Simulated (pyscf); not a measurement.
H₂C=CH–F + trifluoromethyl (F–C•(F)–F) -> F–CH•–CH₂–C(F)(F)–F, an addition (doublet surface; none broken, C–C formed). Structures and frequencies: ωB97X-D3(BJ)/def2-SVP in PySCF. Energies in kcal/mol from the separated reactants.

Small-basis levels: PySCF, no dispersion term, spherical d functions. AM1 to PM7: differences of heats of formation from MOPAC. GFN2-xTB: tblite. Open shells are spin-unrestricted. 

```json
[
 {"level": "HF/3-21G", "barrier": "1.1", "reaction energy": "-37.5"},
 {"level": "HF/6-31G*", "barrier": "5.3", "reaction energy": "-36.0"},
 {"level": "MP2/6-31G*", "barrier": "8.9", "reaction energy": "-38.0"},
 {"level": "BP86/6-31G*", "barrier": "-1.5", "reaction energy": "-34.3"},
 {"level": "B3LYP/3-21G", "barrier": "-2.7", "reaction energy": "-37.9"},
 {"level": "B3LYP/6-31G*", "barrier": "0.4", "reaction energy": "-35.2"},
 {"level": "M06-2X/6-31G*", "barrier": "0.1", "reaction energy": "-40.7"},
 {"level": "B3LYP/def2-SVP", "barrier": "0.8", "reaction energy": "-34.7"},
 {"level": "GFN2-xTB", "barrier": "-6.5", "reaction energy": "-39.6"},
 {"level": "AM1", "barrier": "1.8", "reaction energy": "-15.8"},
 {"level": "PM3", "barrier": "1.4", "reaction energy": "-26.0"},
 {"level": "PM6", "barrier": "0.2", "reaction energy": "-31.8"},
 {"level": "ωB97M-D3(BJ)/def2-TZVP", "barrier": "1.8", "reaction energy": "-35.3"}
]
```

Against the last row the barrier runs from -8.3 (GFN2-xTB) to +7.1 kcal/mol (MP2/6-31G*). At BP86/6-31G*, B3LYP/3-21G, GFN2-xTB this geometry lies under one side, so the entry may be no barrier of that level: it is a single point on another level's saddle. ωB97M-D3(BJ)/def2-TZVP has limits of its own. One saddle was located; it need not be the lowest between these sides.
